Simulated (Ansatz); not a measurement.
# CH3NSi: the cost of one run

Program: Ansatz 0.2.0. Level of theory: Hartree-Fock, Gaussian basis cc-pV(T+d)Z. These are calculated values, not measurements.

### Step 1. Starting point

Bond lengths: Si1–N2 1.750 Å, N2–C3 1.170 Å, Si1–H4 1.470 Å, Si1–H5 1.470 Å, Si1–H6 1.470 Å. Angles: Si1–N2–C3 180.0°, N2–Si1–H4 107.5°, N2–Si1–H5 107.5°, N2–Si1–H6 107.5°, H4–Si1–H5 111.4°, H4–Si1–H6 111.4°, H5–Si1–H6 111.4°.

As a file:

```xyz
6

Si    0.0000    0.0000    0.0000
N     0.0000    0.0000    1.7500
C     0.0000    0.0000    2.9200
H     1.4020    0.0000   -0.4420
H    -0.7010    1.2141   -0.4420
H    -0.7010   -1.2141   -0.4420
```

### Step 2. Relaxing the atoms: CH3NSi

The input, input.yaml:

```yaml
relax:
  f_tol: 0.001
  max_steps: 200
crystal:
  periodic: [false, false, false]
  atoms:
    - { symbol: Si, position_ang: [0.0, 0.0, 0.0] }
    - { symbol: "N", position_ang: [0.0, 0.0, 1.75] }
    - { symbol: C, position_ang: [0.0, 0.0, 2.92] }
    - { symbol: H, position_ang: [1.401964, 0.0, -0.442038] }
    - { symbol: H, position_ang: [-0.700982, 1.214136, -0.442038] }
    - { symbol: H, position_ang: [-0.700982, -1.214136, -0.442038] }
basis:
  gaussian: { orbitals: "cc-pV(T+d)Z.json" }
hamiltonian:
  xc: hf
output:
  orbitals: {}
```

Run with:

```console
> ansatz run input.yaml --threads 1 --pin off --max-ram 7168MiB --backend cpu --events-out ev --progress --plain --runs-dir out
```

**Question.** How long does this run take on 1 thread of Intel Xeon at 2.30GHz, shared host, and how much memory does it need?

About 15 s, with a peak of 0.26 GiB.
